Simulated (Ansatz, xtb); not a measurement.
# C3H7NO: which of two isomers lies lower

Structure X is `C=C(N)OC`, a singlet and structure Y is `CO/C=C\N`, a singlet. Both are isolated molecules in the gas phase, relaxed with PBE0-D3(BJ)/def2-SVP, each in the lowest conformer that the search found.

X (Å):

```yaml
atoms:
  - { symbol: C, position_ang: [-0.5879, -0.3977, 0.3840] }
  - { symbol: C, position_ang: [0.4598, 0.3452, 0.7957] }
  - { symbol: C, position_ang: [1.4670, 0.4025, -1.3351] }
  - { symbol: N, position_ang: [0.6840, 0.7626, 2.0927] }
  - { symbol: O, position_ang: [1.4786, 0.7636, 0.0165] }
  - { symbol: H, position_ang: [-1.3659, -0.6734, 1.0956] }
  - { symbol: H, position_ang: [-0.6731, -0.7671, -0.6347] }
  - { symbol: H, position_ang: [-0.1329, 0.7551, 2.6886] }
  - { symbol: H, position_ang: [1.2167, 1.6225, 2.1545] }
  - { symbol: H, position_ang: [2.3615, 0.8474, -1.7893] }
  - { symbol: H, position_ang: [0.5683, 0.7860, -1.8492] }
  - { symbol: H, position_ang: [1.5040, -0.6935, -1.4609] }
```

Y (Å):

```csv
atom,x (Å),y (Å),z (Å)
C,-0.8607,0.6211,-0.8700
C,1.2706,0.0321,-0.1366
C,1.9112,-0.5958,0.8608
N,1.3641,-1.6050,1.6383
O,0.0397,-0.3978,-0.5446
H,-1.7858,0.1485,-1.2282
H,-1.0982,1.2585,0.0020
H,-0.4671,1.2719,-1.6746
H,1.7128,0.8743,-0.6803
H,2.9220,-0.2733,1.1222
H,0.5171,-1.9937,1.2362
H,2.0148,-2.3312,1.9130
```

**Question.** Which of the two would you expect CCSD(T)/def2-SVP + ΔMP2/def2-TZVPP electronic energies to favour?

**Answer.** Structure X; the calculation gives E(Y) − E(X) = +30.3 kJ/mol.

How the difference moves with the method:

```
                             level              geometry  E(Y) − E(X) (kJ/mol)  departure from the last row (kJ/mol)  job, with rough time for the two
                          GFN2-xTB              GFN2-xTB                   +26.7                                  −3.6               optimisation, 0.1 s
                         HF/STO-3G              GFN2-xTB                   +19.2                                 −11.1              single point, 0.32 s
                r2SCAN-D4/def2-SVP              GFN2-xTB                   +34.8                                  +4.6               single point, 4.7 s
              PBE0-D3(BJ)/def2-SVP  PBE0-D3(BJ)/def2-SVP                   +33.7                                  +3.4                optimisation, 52 s
                       HF/def2-SVP  PBE0-D3(BJ)/def2-SVP                   +35.7                                  +5.4           part of the CCSD(T) run
                      MP2/def2-SVP  PBE0-D3(BJ)/def2-SVP                   +34.3                                  +4.0           part of the CCSD(T) run
                  CCSD(T)/def2-SVP  PBE0-D3(BJ)/def2-SVP                   +30.0                                  −0.3                      single point
CCSD(T)/def2-SVP + ΔMP2/def2-TZVPP  PBE0-D3(BJ)/def2-SVP                   +30.3                                                      single point, 47 s
```

As drawn, both hold the same kinds of bond in the same numbers.

The levels shown agree on the order. The largest departure from CCSD(T)/def2-SVP + ΔMP2/def2-TZVPP is that of HF/STO-3G, 11.1 kJ/mol. The last row adds to CCSD(T) the change of the MP2 difference between the two basis sets, here +0.3 kJ/mol.

With harmonic frequencies from PBE0-D3(BJ)/def2-SVP (ideal gas, rigid rotor, one conformer each, 298.15 K, 1 atm): the zero-point term adds +0.5 kJ/mol; ΔH is +31.4 and ΔG +28.3 kJ/mol.

The correlated steps freeze 5 core orbitals. Run with Ansatz 0.2.0, xtb 6.7.1; the last row on 2 threads of Arm Neoverse V1 on a shared host.
